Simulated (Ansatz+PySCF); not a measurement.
The numbers below are computed, except where a source is named.
A run of Ansatz (development build ahead of 0.2.0) on singlet CO at this shape:

```xyz
2

C     0.0151   -0.0359   -0.6133
O     0.0184   -0.0262    0.4451
```

Its results:

```
Converged                                                          : yes
Reference energy                                                   : -112.74189 hartree
Correlation energy                                                 : -0.29357 hartree
Total energy                                                       : -113.03546 hartree
Spin squared of the determinant                                    : 0.000
Stability test                                                     : minimum among restricted orbitals
Occupied orbitals by symmetry in an Abelian subgroup (alpha; beta) : 5 A1 1 B1 1 B2; 5 A1 1 B1 1 B2
```

Forces (eV/Å):
```json
{"atom": "C1", "Fx": "-0.043", "Fy": "-0.125", "Fz": "-13.641"}
{"atom": "O2", "Fx": "0.043", "Fy": "0.125", "Fz": "13.641"}
```

Task: Which input gives this output? Name the method, the orbitals and the basis set, and write the input.

Result: RHF-CCSD(T) in cc-pVDZ. An unrestricted run that stays on the closed shell gives the same numbers.

```yaml
crystal:
  periodic: [false, false, false]
  atoms:
    - { symbol: C, position_ang: [0.01507, -0.03592, -0.61327] }
    - { symbol: O, position_ang: [0.01837, -0.02625, 0.44508] }
basis:
  gaussian: { orbitals: cc-pVDZ }
hamiltonian:
  xc: hf
correlation:
  method: ccsd_t
  frozen_orbitals: { C: 1, O: 1 }
output:
  forces: true
```
